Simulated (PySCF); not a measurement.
Orbital energies, ionisation energy and electron affinity

Compound: HPS.
Atom-mapped SMILES: `[PH:1]=[S:2]` (hydrogens: H3 on P1)

Level: wB97X-D/aug-cc-pVTZ (PySCF). Frontier orbitals with their largest atomic shares (Löwdin; up to four atoms above 4 %):

```json
{"orbital": "HOMO−3", "ε (eV)": "-13.11", "main atoms": "S2 44 %, P1 35 %, H3 21 %"}
{"orbital": "HOMO−2", "ε (eV)": "-11.28", "main atoms": "P1 47 %, S2 45 %, H3 8 %"}
{"orbital": "HOMO−1", "ε (eV)": "-10.93", "main atoms": "S2 56 %, P1 38 %, H3 5 %"}
{"orbital": "HOMO", "ε (eV)": "-8.71", "main atoms": "?"}
{"orbital": "LUMO", "ε (eV)": "-1.92", "main atoms": "P1 51 %, S2 40 %, H3 9 %"}
{"orbital": "LUMO+1", "ε (eV)": "0.88", "main atoms": "H3 85 %, P1 10 %, S2 5 %"}
{"orbital": "LUMO+2", "ε (eV)": "1.30", "main atoms": "P1 71 %, S2 24 %, H3 4 %"}
```

Q: What vertical ionisation energy does ΔSCF give, and how far is −ε(HOMO) from it?

A: ΔSCF: 9.27 eV (894 kJ/mol; threshold wavelength 134 nm); ⟨S²⟩ of the doublet left behind is 0.764, against 0.75 for a pure doublet. −ε(HOMO) is 8.71 eV, 0.56 eV below it. In exact Kohn–Sham theory the two would be equal; wB97X-D (range-separated hybrid) falls short of its own ΔSCF value by 6 %.

Q: On which atoms does the HOMO lie?

A: S2 (sulfur bonded to P) 56 %, P1 (phosphorus bonded to S and H) 35 %, H3 (P–H hydrogen) 8 %, so more than half of it is on one atom. The HOMO−1 lies 2.22 eV lower.

Q: And the vertical electron affinity, the fundamental gap, Mulliken's electronegativity and the hardness (with the factor ½)?

A: EA = 1.56 eV by ΔSCF (−ε(LUMO) = 1.92 eV). IE − EA = 7.71 eV against an orbital gap of 6.79 eV; (IE + EA)/2 = 5.42 eV; (IE − EA)/2 = 3.85 eV. Parr's electrophilicity index (IE + EA)²/[8(IE − EA)] is 1.90 eV.

Q: With α = 47.1 au, estimate the like-pair dispersion coefficient by London's formula C6 = (3/4)α²I.

A: I = 0.3406 Eh, so C6 ≈ 567 au, a rough estimate.

Q: What total energies stand behind the ΔSCF value?

A: E(N) = -740.14699 Eh and E(N − 1) = -739.80642 Eh at the same geometry, 0.34057 Eh apart. With one more electron, E(N + 1) = -740.20448 Eh.

Q: How many of the 10 lowest singlet excitations (vertical TDDFT, same level) lie below the ionisation energy?

A: All 10; they run from 1.57 to 7.57 eV.

Isolated species at its PBE0-D3(BJ)/def2-TZVP geometry, gas phase.

Note: wB97X-D ran without an empirical dispersion term, which enters the total energy and its gradient alone.
